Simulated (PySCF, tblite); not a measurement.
# cyanobutadiynyl radical (C₅N) radical: geometry, infrared bands and EPR parameters

What infrared bands and EPR parameters should cyanobutadiynyl radical (C₅N) radical (`[C]#CC#CC#N`) show?

Computed with tblite 0.8.0 and PySCF 2.14.0, with density-fitted response routines of our own, on a single molecule in the gas phase. Atoms are numbered from 0 throughout.

### 1 The starting structure

6 atoms, charge 0, multiplicity 2; geometry from: force field or distance geometry start.

Bonds of the start (Å): C0–C1 1.21, C1–C2 1.43, C2–C3 1.20, C3–C4 1.42, C4–N5 1.17.

### 2 Relaxing the molecule with GFN2-xTB

Job settings and geometry (Å):

```
{"job": {"kind": "relax", "xc": "GFN2-xTB", "basis": "xTB"}, "charge": 0, "multiplicity": 2}
C     -3.132900    -0.430900     0.653200
C     -1.968000    -0.260800     0.378100
C     -0.576700    -0.089600     0.096800
C      0.591100     0.080100    -0.146000
C      1.974100     0.272700    -0.384800
N      3.115600     0.430400    -0.592600
```

The run is started by

```
$ OMP_NUM_THREADS=1 python probes_run.py task.json out
```

One launch serves the whole session: the jobs run in the order shown.

**Question.** This job is followed by: GFN2-xTB harmonic vibrations, gas phase; PBE0-D3(BJ)/def2-SVP geometry optimisation, gas phase; UKS B3LYP, IGLO-III on C N, non-relativistic, mean-field spin-orbit, GIAO. Predict these results of the whole session: strongest single infrared mode (GFN2-xTB); zero-point energy (GFN2-xTB); rotational constants (main isotopes); g(iso) (B3LYP); ⟨S²⟩; largest a(iso); surface potential, 1st and 99th percentile; property runs in this session.

As calculated:

| quantity | value |
| --- | --- |
| strongest single infrared mode (GFN2-xTB) | 1991 cm⁻¹, 445 km/mol |
| zero-point energy (GFN2-xTB) | 14.9 kcal/mol |
| rotational constants (main isotopes) | 1449.24, 1.39, 1.39 GHz |
| g(iso) (B3LYP) | 2.01550 |
| ⟨S²⟩ | 0.784 (exact 0.75) |
| largest a(iso) | 13C on C0, 59.8 MHz |
| surface potential, 1st and 99th percentile | -1.17 V and 1.44 V |
| property runs in this session | 1, of which 0 failed and 1 gave unsound results |

The optimisation took 31 steps and gained 0.241 eV; among the close pairs (by a distance rule), C1–C2 changed most, from 1.430 to 1.349 Å (GFN2-xTB). All 12 modes are real, so the xTB geometry is a minimum. The strongest single mode, at 1991 cm⁻¹, moves mainly C1 and C0. GFN2-xTB is a fitted tight-binding method: band positions and strengths are rough. Its intensities can rank the bands wrongly. The optimisation took 8 steps and gained 0.376 eV; among the close pairs (by a distance rule), C0–C1 changed most, from 1.201 to 1.287 Å (PBE0/def2-SVP). The largest spin populations lie on C3 (0.36 e), C0 (0.35 e), C1 (0.31 e). The isotropic g lies 13.2 ppt above the free-electron value. These values are not to be trusted: the run shows a large g shift, which the driver flags as unsure.
